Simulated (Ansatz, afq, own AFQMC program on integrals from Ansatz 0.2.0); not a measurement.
## Where AFQMC and coupled cluster stand for SbH₂⁻, singlet

```yaml
atoms:
  - { symbol: Sb, position_ang: [0.0000, -0.0178, 0.0021] }
  - { symbol: H, position_ang: [0.0000, 0.9483, 0.9791] }
  - { symbol: H, position_ang: [0.0000, 1.1975, -1.2270] }
```

Basis def2-SVPD with its core potentials. Noble-gas cores (and the filled d shells of Ga–Kr and In–Xe) are frozen. Integrals, coupled cluster, full CI and functionals: Ansatz 0.2.0; the random walks run on the same integrals in our own AFQMC program. The CISD trial takes its coefficients from CCSD amplitudes. Released means that phaseless walkers are propagated on without the constraint, phases kept. Free AFQMC starts from the CCSD state and is never constrained. Its projection time is finite, and what remains of the start isn't in its error. ± is one standard error of the sampling. No spin–orbit coupling.

Determinant: RHF, the one that the program's search chose, which needn't be the lowest solution. The geometry is a point of a scan.

No full CI on the walks' own integrals is used here; CCSDT(Q) serves as the reference and is uncertain by about the last step of the cluster series.

Cautions: no spin-orbit coupling; inner d shell frozen.

The T1 diagnostic is 0.0131 and the weight of the determinant in the CISD state is 0.905. The size of the correlated space is 8 electrons in 39 orbitals.

```csv
level,correlation energy (eV)
MP2,-3.1244
CCSD,-3.7472
CCSD(T),-3.8534
```

(1) Estimate where free-projection AFQMC lies against CCSD(T) on the same integrals.

(1) 21.4 ± 8.9 meV below CCSD(T).

Reference: CCSDT(Q), correlation energy -3.876 eV. The released energy is read at 2.40 1/Eh (meV from the phaseless value at times in 1/Eh: -11 ± 5 at 0.24, -16 ± 5 at 0.51, -5 ± 4 at 0.99, -6 ± 7 at 1.62, -11 ± 6 at 2.40).

```json
{"level": "CCSD(T)", "E − E(reference) (meV)": "22.9", "share of correlation (%)": "99.41"}
{"level": "CCSDT", "E − E(reference) (meV)": "5.8", "share of correlation (%)": "99.85"}
{"level": "ph-AFQMC/HF", "E − E(reference) (meV)": "26.3 ± 36.7", "share of correlation (%)": "99.32"}
{"level": "ph-AFQMC/CISD", "E − E(reference) (meV)": "19.5 ± 6.1", "share of correlation (%)": "99.50"}
{"level": "released AFQMC", "E − E(reference) (meV)": "8.5 ± 6.4", "share of correlation (%)": "99.78"}
{"level": "free AFQMC", "E − E(reference) (meV)": "1.5 ± 8.9", "share of correlation (%)": "99.96"}
```

Free projections are given only where their last times agree within the noise and don't stop above the reference; a slow remainder of the start can still hide under it. A walk keeps the symmetry of its determinant, which the program's search chose and which needn't be the lowest solution, so a lower state of the same spin and another symmetry isn't excluded. Released energies are given only where the last usable release times agree within the noise; a slower fall can still hide under it.
